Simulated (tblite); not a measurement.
Species: C₅H₉O (doublet state).
Geometry (GFN2-xTB, Å), atoms numbered from 1 in this order:
```xyz
15
C5H9O angstrom
C     -1.7865    0.8578   -0.8273
C     -1.3970   -0.1712   -0.0865
C     -0.2182   -1.0012   -0.3937
C      1.0132   -0.6893    0.6138
C      1.4259    0.7782    0.4810
O      1.9396   -1.5768    0.4002
H     -2.6691    1.4271   -0.5920
H     -1.2455    1.1538   -1.7109
H     -1.9492   -0.4400    0.8049
H     -0.4260   -2.0636   -0.2776
H      0.1729   -0.8065   -1.3914
H      0.5196   -0.8528    1.6042
H      2.2273    0.9826    1.1874
H      1.8030    0.9739   -0.5199
H      0.5856    1.4360    0.6860
```

Structure optimised with GFN2-xTB, isolated species. This method treats the open shell by occupation alone, without spin polarisation.

Masses are those of the commonest isotopes; rigid-rotor values at the optimised geometry. The values belong to one conformer with, in the numbering `[CH2:1]=[CH:2][CH2:3][C@H:4]([CH3:5])[O:6]`, C1–C2–C3–C4 106°, C2–C3–C4–C5 -61°.

(1) What are A, B and C (MHz)?

(2) What kind of rotor is it?

(3) What does the inertial defect say?

(4) Where do the levels up to J = 2 lie, in MHz?

(5) Estimate the classical rotational partition function at 200 K, 298.15 K and 500 K.

Results:

(1) Ia = 72.50, Ib = 227.81, Ic = 273.04 u·Å²; 505379 MHz·u·Å²/I gives A = 6971, B = 2218, C = 1851 MHz.

(2) An asymmetric top: κ = (2 × 2218 − 6971 − 1851)/(6971 − 1851) = -0.86.

(3) Not planar: Δ = Ic − Ia − Ib = -27.26 u·Å². For a rigid frame Δ = −2 Σ m c², so Σ m c² = 13.63 u·Å² lies off the ab plane: 8.95 from hydrogen and 4.69 from heavier atoms. The atom farthest from that plane is 1.41 Å away.

(4) Above 0(0,0):
J = 1: 1(0,1) 4069, 1(1,1) 8822, 1(1,0) 9190
J = 2: 2(0,2) 12188, 2(1,2) 16593, 2(1,1) 17696, 2(2,1) 31954, 2(2,0) 31975

(5) Point group C1, symmetry number σ = 1; q = (√π/σ)·√((kT/h)³/(ABC)), k/h = 20836.6 MHz/K: 89100 at 200 K, 162000 at 298.15 K, 352000 at 500 K.

For this open shell read J as N, the rotation without spin; fine and hyperfine splittings come on top. Its GFN2-xTB frequencies are all real (lowest 68 cm⁻¹). Zero-point vibration and centrifugal distortion are left out.

All values are computed, not measured.
